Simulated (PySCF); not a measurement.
Compound: difluorophosphane, F2HP.
SMILES: `FPF`

Linear response at CAM-B3LYP/def2-SVPD (PySCF, frozen core in the response, non-relativistic). Geometry: PBE0-D3(BJ)/def2-SVP; no solvent, vibrations or thermal averaging.

Static isotropic polarisability: 26.87 au (3.98 Å³), principal values 24.7, 27.4, 28.6 au.

Q: What is the polarisability at 1064 nm and at the sodium D line?

A: 27.12 au at 1064 nm (+0.9 %), 27.72 au at 589.3 nm (+3.2 %). The rise at 589.3 nm is 3.40 times that at 1064 nm; a pure ω² law gives 3.26. The lowest singlet lies at 208 nm, shorter than both wavelengths.

Q: What is the isotropic C6 coefficient between two such molecules, C6 = (3/π)∫α(iω)² dω?

A: 305.5 au (Eh·bohr⁶) by a ten-point quadrature over imaginary frequencies, which is 183 eV·Å⁶ or 17.6 J·nm⁶/mol.

Q: Which effective excitation energy ω̄ makes London's formula C6 = (3/4)α²ω̄ exact here?

A: ω̄ = 4·C6/(3α²) = 0.564 Eh = 15.4 eV. A one-pole form α(ω) = α/(1 − ω²/ω̄²) fitted to the 1064 nm value gives 12.2 eV.

Q: What does −C6/R⁶ come to at R = 6 Å between centres?

A: -380 J/mol. This is the leading, orientation-averaged term; C8 and higher terms are left out.

Q: How many electrons N does the Slater–Kirkwood formula C6 = (3/4)·√N·α^(3/2) need to give this C6?

A: N = (4·C6/3)²/α³ = 8.6; the species has 34 electrons in all.

Q: What three-body coefficient follows from the one-pole estimate C9 = (3/4)·α·C6?

A: 6160 au. This is an estimate from the two numbers above, not a computed integral.

Q: How anisotropic is the static polarisability, by Δα² = ½[(α1 − α2)² + (α2 − α3)² + (α3 − α1)²]?

A: Δα = 3.5 au, or 0.13 of the isotropic value.

Q: What molar refraction at the D line follows from R = (4π/3)·N_A·α′, with α′ the polarisability volume?

A: α′ = 4.11 Å³ gives R = 10.36 cm³/mol, for isolated, non-vibrating species.

Q: The lowest 6 singlets have (eV, f): 5.95, 0.033; 6.70, 0.092; 7.94, 0.135; 9.83, 0.069; 10.02, 0.054; 10.24, 0.006. What share of the static polarisability do they carry in the sum over states α = Σ f/ω²?

A: 4.75 au, 17.7 % of α; the largest term, 1.58 au, is that of the state at 7.94 eV. Their oscillator strengths add up to 0.39. Higher states carry the rest.
